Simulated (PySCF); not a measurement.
Molecule: SMILES NC(F)(F)F, CH2F3N.

Atoms are numbered as in `[NH2:1][C:2]([F:3])([F:4])[F:5]`. Hydrogens are named by the atom that carries them.

Geometry PBE0-D3(BJ)/def2-SVP throughout; GIAO in PySCF 2.14.0 with density-fitted response routines, gas phase, one conformer, non-relativistic; equivalent atoms averaged; basis pcSseg-2.

Question: How do the absolute shieldings σ depend on the functional? (ppm; last column core-seconds on shared hosts with different chips, so compare them loosely; the GGAs took longer than the global hybrids here, which isn't the general rule, and the cause wasn't traced)

Answer: 
```tsv
functional	kind	N1	C2	F3/F4/F5	H(N1)	core-s
HF	Hartree–Fock	206.3	75.4	280.5	29.19	6.1
LDA	LDA	191.7	37.2	220.4	28.56	14
PBE	GGA	191.3	39.9	226.2	29.03	19
BLYP	GGA	186.2	34.5	225.4	29.17	19
BP86	GGA	190.6	39.9	227.3	29.08	19
OPBE	GGA	198.7	50.3	236.2	29.09	19
KT2	GGA	194.0	48.1	228.1	28.99	20
KT3	GGA	194.4	48.8	233.7	29.15	24
B97-D	GGA	191.5	43.0	234.8	29.19	20
B3LYP	global hybrid	191.0	43.1	237.7	29.11	13
PBE0	global hybrid	196.8	49.9	241.8	29.02	13
mPW1PW91	global hybrid	196.0	49.2	242.5	29.06	13
WP04	global hybrid	182.0	33.1	241.2	29.11	11
B97-2	global hybrid	196.4	50.7	244.7	29.12	11
BHandHLYP	global hybrid	197.1	55.3	254.3	29.06	11
CAM-B3LYP	range-separated hybrid	194.0	46.2	241.3	28.98	15
wB97X-D	range-separated hybrid	196.1	49.8	244.9	29.10	19
LC-wPBE	range-separated hybrid	199.4	50.4	246.6	29.01	21
```

Question: Which nucleus moves most, in ppm?

Answer: F3/F4/F5 (fluorine of a CF3 group): from 220.4 ppm with LDA to 280.5 ppm with HF. The smallest spread is 0.64 ppm, at H(N1). Proton shifts span only some 12 ppm, so a few tenths of a ppm matter as much there as several ppm in carbon.
